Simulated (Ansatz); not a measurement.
# Cubic perovskite SrTiO3 (cubic form, which distorts at low temperature)

Computed with r²SCAN+rVV10 (PAW; Ansatz, a quantum-chemistry and plane-wave program).

Numerical settings: plane-wave cutoff 560 eV, 10×10×10 k mesh, Fermi–Dirac smearing 0.01 eV, no spin polarisation, scalar-relativistic PAW data made under PBE.

Cell: relaxed at this level.

```yaml
equilibrium_volume_per_atom: 11.84 Å³/atom
bulk modulus B0: 194 GPa
lattice_constant_a: 3.897 Å
band_gap: 2.27 eV
smallest_direct_gap_on_the_k_points_sampled: 2.64 eV
pressure derivative B′ of the bulk modulus: 4.4
```

Measured, for comparison: band gap 3.59 eV (zero-point renormalisation of 336 meV (experimental, the table's column) added back here, indirect; inputs from Miglio et al. (2020), arXiv:2011.12765); equilibrium volume per atom 11.77 Å³/atom, lattice constant a 3.89 Å (0 K, cubic phase extrapolated to 0 K; as tabulated in Bilc et al. (2008), arXiv:0805.0753); bulk modulus 172 GPa (room temperature, not corrected to a static lattice, Murnaghan fit, our sources range from 165 to 179; as tabulated in Guennou et al. (2010), arXiv:0910.0710). Computed (rounded) less measured: equilibrium volume per atom +0.6 %, bulk modulus +13 % (+8 % to +18 % over the range), lattice constant a +0.2 %.

Note: the relaxation could not lower the start's symmetry, so the cell can be a saddle point above a distorted one.

Spin–orbit coupling is not included.

The computed numbers hold no vibrational or temperature effects.

Computing time: around 100 core-seconds (rough).
